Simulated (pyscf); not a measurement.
# Hydrogen abstraction: `[NH2][SiH]([NH2])[I]` + `[H]` [doublet] → `[NH2][Si]([NH2])[I]` [doublet] + `[H][H]`

Gas phase, doublet surface, charge 0. Bonds broken: Si1–H5. Bonds formed: H5–H10. Structures and frequencies: ωB97X-D3(BJ)/def2-SVP in PySCF.

Transition state (Å):

```xyz
10

Si    -0.7839     0.0555     0.1439
I     -0.3054     1.4145     2.1344
N      0.5048    -0.2215    -0.9478
N     -2.0081     0.9246    -0.6792
H     -1.0997    -1.3565     0.7462
H      0.9002     0.5447    -1.4839
H      1.1901    -0.9452    -0.7582
H     -2.3382     0.6224    -1.5897
H     -2.6777     1.5013    -0.1833
H     -1.2555    -2.5181     1.1554
```

One imaginary mode, 817i cm⁻¹; descent along it reached the two sides named.

```csv
bond,change,reactant side (Å),saddle,product side
Si1–H5,breaks,1.486,1.567,3.4
H5–H10,forms,3.4,1.241,0.761
```

Electronic energies relative to the separated reactants (kcal/mol):

| level | barrier | reaction energy | reverse barrier |
|---|---|---|---|
| ωB97X-D3(BJ)/def2-TZVP | 3.9 | -13.0 | 17.0 |
| PBE/def2-TZVP | -1.0 | -17.1 | 16.1 |
| r²SCAN/def2-TZVP | -1.9 | -17.3 | 15.5 |
| B3LYP-D3(BJ)/def2-TZVP | -0.9 | -17.5 | 16.7 |
| PBE0-D3(BJ)/def2-TZVP | 0.9 | -14.0 | 14.9 |
| M06-2X/def2-TZVP | 4.8 | -15.2 | 20.1 |
| ωB97M-D3(BJ)/def2-TZVP | 4.0 | -12.3 | 16.3 |
| HF/def2-TZVP | 12.5 | -6.4 | 18.8 |

With ωB97M-D3(BJ)/def2-TZVP energies and thermal terms (ideal gas, 1 atm, RRHO with modes under 100 cm⁻¹ raised to 100, one conformer, R ln 2 for chiral ones without a mode under 150 cm⁻¹), in kcal/mol:

```tsv
T (K)	ΔH‡	ΔG‡	ΔH	ΔG
298	2.6	9.2	-11.3	-12.5
600	2.3	16.0	-11.4	-13.6
900	2.2	22.9	-11.8	-14.7
1200	2.1	29.8	-12.5	-15.5
```

At PBE, r²SCAN, B3LYP-D3(BJ) this geometry lies under the reactants; that is no barrier but a single point on another level's saddle; such a level's own saddle, if it has one, lies nearer that side and is low. This is the saddle that the search found; another between the same sides may lie lower. The angle at the transferred H is 174°. Elements past Kr carry the def2 core potentials, without spin-orbit coupling.
